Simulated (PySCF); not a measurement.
System (SMILES): ClCCl.
Geometry (B3LYP-D3(BJ)/def2-TZVP, fixed):
```xyz
5

C      0.0039     0.0052     0.7673
Cl    -0.0175     1.4825    -0.2263
Cl     0.0153    -1.4855    -0.2061
H     -0.8904    -0.0005     1.3784
H      0.9045     0.0193     1.3690
```
Charge 0, spin multiplicity 1.

How fast the lowest singlet excitation energy converges with the basis for several methods (PySCF): deviation from each method's own reference, in eV. References: CAM-B3LYP 6.807 eV, the value in aug-pcseg-2; PBE 6.017 eV, the value in aug-pcseg-2; PBE0 6.659 eV, the value in aug-pcseg-2. All functions are spherical. Density fitting with generated auxiliary sets. In sets without p functions on hydrogen, species with hydrogen take exact integrals. No added dispersion term, no relativity. Tamm-Dancoff approximation, the state taken by its order.

```csv
basis,functions,CAM-B3LYP,PBE,PBE0
pcseg-0,39,0.493,0.540,0.510
6-31+G*,66,0.126,0.103,0.112
cc-pV(D+d)Z,70,0.268,0.239,0.243
def2-TZVP,117,0.229,0.224,0.217
def2-TZVPP,143,0.215,0.213,0.206
aug-pcseg-2,192,0.000,0.000,0.000
aug-cc-pV(T+d)Z,202,-0.026,-0.024,-0.025
def2-QZVPPD,287,-0.027,-0.023,-0.026
```

Mean absolute deviation over def2-TZVP, def2-TZVPP, aug-cc-pV(T+d)Z: PBE0 0.149, PBE 0.154, CAM-B3LYP 0.157 eV.
